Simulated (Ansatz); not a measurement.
A made-up structure of AlBHS, doublet:

B1  (1.222, -0.666, 0.804)
Al2  (0.046, 0.617, -0.239)
S3  (-0.319, -1.479, 0.484)
H4  (-1.139, -2.342, 1.141)
(Å)

It is relaxed with PBE-D4/def2-SVP and then PBE0-D4/def2-TZVP (Ansatz 0.2.0). Atoms count as bonded within 1.22 times the sum of their covalent radii (H–H: 0.88 Å). The end point is not checked to be a true minimum.

(1) Does its bonding change? (Judge from chemistry; the calculation decides.)

## Answers

(1) By the calculation: Yes. Formed: none; broken: Al2–S3.

Where it ends: The first stage lowers the energy by 1.59 eV in 12 steps. It ends as AlBHS ([Al][B][SH]):
```
4
angstrom
B 0.0744 -0.5711 0.3419
Al 1.0691 1.2609 -0.2088
S -0.9562 -1.9614 0.5041
H -0.3766 -2.5993 1.5529
```

Labels in which every atom is bracketed show which atoms are joined, not bond orders.

For scale, one of the runs: PBE0-D4/def2-TZVP relaxation, 111 basis functions, launched by `ansatz run in.yaml --threads 2 --pin off --events-out ev --progress --plain --max-ram 4352MiB`. Hardware: 2 CPU threads of an Arm Neoverse V1, shared host. Wall time about 37 s.
